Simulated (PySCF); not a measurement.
An unknown is described by computed data only.

Formula: C5H9N2; charge +1.

* 13C NMR: chemical shifts (computed TMS as zero) by class: 145.7 (2 C), 118.3 (1 C), 36.1 (2 C) ppm [GIAO PBE0/pcSseg-1]
* Polarisability: 65.7 au [PBE0/def2-SVPD]
* Triplet: lowest triplet excitation (Tamm–Dancoff): 4.65 eV [TDA PBE0/def2-SVPD]
* Rotational structure: rotational constants A, B, C: 4.100, 3.298, 1.871 GHz [GFN2-xTB]
* NMR, other nuclei: isotropic shieldings of nuclei other than C and H, by class: 49 (2 N) ppm [GIAO PBE0/pcSseg-1]
* UV, strongest line: among the 8 lowest singlet transitions: S5 at 8.52 eV (145 nm, f = 0.349) [TDDFT PBE0/def2-SVPD]

Gas-phase values; electronic properties from PySCF, density fitting. Levels stand in brackets. Isolated species at its GFN2-xTB geometry, gas phase. Each NMR value is the plain mean over a class of atoms that symmetry, rotation or inversion makes alike.

Problem. Give a SMILES that accounts for the data.

Solution. Numbering: `[CH3:1][n:2]1[cH:3][cH:4][cH:5][n+:6]1[CH3:7]`. 5 carbons fall into 3 classes; from least to most shielded: aromatic CH next to a ring nitrogen [C3/C5] (145.7 ppm, 2 C), aromatic CH carbon [C4] (118.3 ppm), N-methyl carbon [C1/C7] (36.1 ppm, 2 C). The other shieldings belong to: 49 ppm, nitrogen bonded to 2 C and N [N2/N6]. The optimised geometry has point group C2v and is an asymmetric top. Structure: `c1c[n+](n(c1)C)C`. Computed isomers that give other values at the same levels: `N/C=C/C=C/C=[NH2+]` (static isotropic polarisability: 105.7 au); `Cc1[nH]cc[n+]1C` (13C chemical shifts (computed TMS as zero) by class: 150.5 (1 C), 132.0 (1 C), 125.2 (1 C), 35.6 (1 C), 13.2 (1 C) ppm); `Cn1cc[n+](C)c1` (13C chemical shifts (computed TMS as zero) by class: 139.9 (1 C), 132.3 (2 C), 36.5 (2 C) ppm). The assignments are read from this structure; whether some other isomer fits the data as well wasn't checked.
